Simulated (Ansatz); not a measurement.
Mulliken charges of C$_{2}$H$_{5}$NS, SMILES `CSC=N` from r2SCAN/def2-TZVPP in Ansatz (PBE0-D4/def2-TZVP geometry).

```json
{"atom": "C1", "x (Å)": "-0.188", "y (Å)": "1.092", "z (Å)": "-0.938", "charge (e)": "-0.137"}
{"atom": "S2", "x (Å)": "1.194", "y (Å)": "-0.012", "z (Å)": "-0.650", "charge (e)": "-0.031"}
{"atom": "C3", "x (Å)": "0.553", "y (Å)": "-0.989", "z (Å)": "0.635", "charge (e)": "0.074"}
{"atom": "N4", "x (Å)": "-0.604", "y (Å)": "-0.831", "z (Å)": "1.124", "charge (e)": "-0.382"}
{"atom": "H5", "x (Å)": "0.113", "y (Å)": "1.765", "z (Å)": "-1.740", "charge (e)": "0.083"}
{"atom": "H6", "x (Å)": "-0.413", "y (Å)": "1.657", "z (Å)": "-0.034", "charge (e)": "0.090"}
{"atom": "H7", "x (Å)": "-1.069", "y (Å)": "0.523", "z (Å)": "-1.232", "charge (e)": "0.090"}
{"atom": "H8", "x (Å)": "1.279", "y (Å)": "-1.745", "z (Å)": "0.953", "charge (e)": "0.062"}
{"atom": "H9", "x (Å)": "-0.778", "y (Å)": "-1.507", "z (Å)": "1.864", "charge (e)": "0.152"}
```

Question: By hand: the dipole of these point charges (1 e Å = 4.8032 D).

Answer: Σ q r = (0.097, 0.100, -0.150) e Å, of length 0.205 e Å = 0.98 D.

Question: How does the dipole of the full density compare? (Best estimate.)

Answer: Computed: (0.050, -0.060, 0.029) e Å, 0.40 D; the point charges give 2.45 times that, at 109° from its direction.

Point charges leave out the atoms' own dipoles, such as those of lone pairs, and Mulliken's split depends on the basis, so the two needn't agree.
